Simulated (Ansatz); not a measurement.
`OC1CCC1` → `[CH]1CCC1`• + `[OH]`• at 298.15 K and 1 bar (homolysis of the C–O bond).

Program: Ansatz. Geometries: PBE0-D4/def2-TZVP. ΔE: electronic, gas phase. CCSD(T)/CBS adds triple-zeta CCSD(T) − MP2 to the extrapolated MP2 energy (def2 sets, frozen cores). This one scheme is used for every species. Open shells (•) are unrestricted, without spin–orbit coupling. Each species was taken in one conformer, which may not be the lowest.

```json
{"species": "`OC1CCC1`", "CCSD(T)/CBS energy (Eh)": "-232.16828", "H − E (kJ/mol)": "319.6", "S (J/(mol·K))": "300.0"}
{"species": "`[CH]1CCC1`•", "CCSD(T)/CBS energy (Eh)": "-156.32526", "H − E (kJ/mol)": "265.6", "S (J/(mol·K))": "288.9"}
{"species": "`[OH]`•", "CCSD(T)/CBS energy (Eh)": "-75.67771", "H − E (kJ/mol)": "31.1", "S (J/(mol·K))": "184.0"}
```

H − E and S are ideal-gas, rigid-rotor, harmonic terms from PBE0-D4/def2-TZVP, for one conformer and one mirror image of each species, with the whole ground term of open shells counted as degenerate. 1 Eh = 2625.50 kJ/mol, R = 8.31446 J/(mol·K).

Q: By hand: ΔE, ΔH, ΔS and ΔG.

A: ΔE = (-156.32526) + (-75.67771) − (-232.16828) = 0.16531 Eh = 434.0 kJ/mol. Δ(H − E) = 265.6 + 31.1 − 319.6 = -22.9, so ΔH = 411.1 kJ/mol. ΔS = 288.9 + 184.0 − 300.0 = 172.9 J/(mol·K). ΔG = 411.1 − 298.15 × (172.9)/1000 = 359.5 kJ/mol.

Q: By hand: the equilibrium constant, and the temperature at which ΔG would vanish if ΔH and ΔS stayed fixed.

A: log₁₀ K = −ΔG/(RT ln 10) = -63.0. ΔG = 0 at ΔH/ΔS = 2378 K.

The number of gas molecules changes by +1, which sets the sign of ΔS. A doubt of 5 kJ/mol in ΔE shifts log₁₀ K by 0.9 here. Other conformers and mirror images would add mixing entropy, several J/(mol·K) or more a flexible species. Modes under 60 cm⁻¹, often nearly free rotors, make the harmonic entropy too high. These are equilibria of isolated gas molecules and say nothing of rates. Largest T1 diagnostic: 0.011 (customary marks: 0.02 for closed shells, 0.045 for open ones).
